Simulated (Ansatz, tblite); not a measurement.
**The cluster Ag3Au: a ladder of methods and basis sets**

The task here is to estimate one member of a computed series from the others.

Method: as each input shows; program: Ansatz 0.2.0, Gaussian basis.

The runs, in order: GFN1-xTB, GFN2-xTB, PBE-D4/def2-TZVP, r2SCAN-D4/def2-TZVP, B3LYP-D4/def2-TZVP, LDA/def2-TZVP, r2SCAN0-D4/def2-TZVP, revPBE-D4/def2-TZVP, B2PLYP/def2-TZVP, PBE-D4/def2-SVP, PBE0-D4/def2-SVP, PBE0-D4/def2-TZVPD, PBE-D4/def2-TZVPD, r2SCAN-D4/def2-TZVPD, CCSD(T)/def2-SVP, MP2/def2-TZVP, RPA/def2-TZVP.

1 further run of the same task is left out (set aside as unsound or not needed). Runs told in other sessions of the task aren't counted.

## The relaxed structure

The singlet was relaxed beforehand with B3LYP-D4/def2-SVP. At that level it is the lowest of the isomers that a small search found.

4 atoms, charge 0, spin multiplicity 1.

Bond lengths: Au1–Ag2 2.757 Å, Au1–Ag4 2.757 Å, Ag2–Ag3 2.762 Å, Ag2–Ag4 2.683 Å, Ag3–Ag4 2.762 Å. Angles: Ag2–Au1–Ag4 58.2°, Au1–Ag2–Ag3 121.8°, Au1–Ag2–Ag4 60.9°, Ag3–Ag2–Ag4 60.9°, Ag2–Ag3–Ag4 58.1°, Au1–Ag4–Ag2 60.9°, Au1–Ag4–Ag3 121.8°, Ag2–Ag4–Ag3 60.9°.

Geometry (Å):

```mol
Ag3Au
  3D, bonds by distance, orders not assigned

  4  5  0  0  0  0  0  0  0  0999 V2000
    1.3762    1.5935   -1.1726 Au  0  0
    1.0577   -0.3666    0.7397 Ag  0  0
   -1.3794   -1.5910    1.1783 Ag  0  0
   -1.0545    0.3642   -0.7454 Ag  0  0
  1  2  8  0
  1  4  8  0
  2  3  8  0
  2  4  8  0
  3  4  8  0
M  END
```

Ag, Au take a core potential in the def2 sets. No spin-orbit coupling is included.

PBE0-D4/def2-TZVP was run before; its log isn't repeated, and its numbers join the tables.

The first run:

Tight binding, by tblite at 300 K electronic temperature and without a spin-polarisation term:

```python
tblite.interface.Calculator('GFN1-xTB', numbers, positions, charge=0, uhf=0).singlepoint()
```

Tight binding, by tblite at 300 K electronic temperature and without a spin-polarisation term:

```python
tblite.interface.Calculator('GFN2-xTB', numbers, positions, charge=0, uhf=0).singlepoint()
```

start.molden holds the orbitals of an earlier run on this state, given as this run's starting guess.

in.yaml reads:

```yaml
crystal:
  periodic: [false, false, false]
  atoms:
    - {symbol: Au, position_ang: [1.376200, 1.593461, -1.172589]}
    - {symbol: Ag, position_ang: [1.057667, -0.366649, 0.739679]}
    - {symbol: Ag, position_ang: [-1.379375, -1.590973, 1.178279]}
    - {symbol: Ag, position_ang: [-1.054492, 0.364161, -0.745360]}
basis:
  gaussian: {orbitals: def2-TZVP, initial_orbitals: start.molden}
hamiltonian: {xc: pbe, dispersion: d4}
scf: {omitted_lower_state_checks: [starts]}
output: {forces: true, orbitals: {seedname: orbitals}}
```

Started as:

```console
$ ansatz run in.yaml --threads 4 --pin off --events-out ev --progress --plain --max-ram 3916MiB
```

Steps of the session up to this table: PBE-D4/def2-TZVP; r2SCAN-D4/def2-TZVP; B3LYP-D4/def2-TZVP; LDA/def2-TZVP; r2SCAN0-D4/def2-TZVP; revPBE-D4/def2-TZVP; B2PLYP/def2-TZVP; PBE-D4/def2-SVP; PBE0-D4/def2-SVP; PBE0-D4/def2-TZVPD; PBE-D4/def2-TZVPD; r2SCAN-D4/def2-TZVPD; CCSD(T)/def2-SVP; MP2/def2-TZVP; RPA/def2-TZVP.

One table of the session follows, with a row left open; its other results are not shown here.

It belongs to the step «Levels side by side». 

| level | HOMO (eV) | LUMO (eV) | gap (eV) |
| --- | --- | --- | --- |
| LDA/def2-TZVP | -5.37 | -4.02 | 1.34 |
| PBE-D4/def2-SVP | ? | ? | ? |
| PBE-D4/def2-TZVP | -5.00 | -3.68 | 1.32 |
| PBE-D4/def2-TZVPD | -5.00 | -3.69 | 1.31 |
| revPBE-D4/def2-TZVP | -4.87 | -3.55 | 1.33 |
| r2SCAN-D4/def2-TZVP | -5.00 | -3.46 | 1.53 |
| r2SCAN-D4/def2-TZVPD | -5.00 | -3.47 | 1.53 |
| B3LYP-D4/def2-TZVP | -5.39 | -3.19 | 2.20 |
| PBE0-D4/def2-SVP | -5.35 | -2.82 | 2.53 |
| PBE0-D4/def2-TZVP | -5.37 | -2.83 | 2.54 |
| PBE0-D4/def2-TZVPD | -5.37 | -2.83 | 2.53 |
| r2SCAN0-D4/def2-TZVP | -5.43 | -2.72 | 2.71 |

Estimate the missing values for PBE-D4/def2-SVP.

**Answer.** HOMO (eV): -4.97; LUMO (eV): -3.65; gap (eV): 1.32. In the column «HOMO (eV)» it lies between r2SCAN-D4/def2-TZVPD (-5.00) and revPBE-D4/def2-TZVP (-4.87).
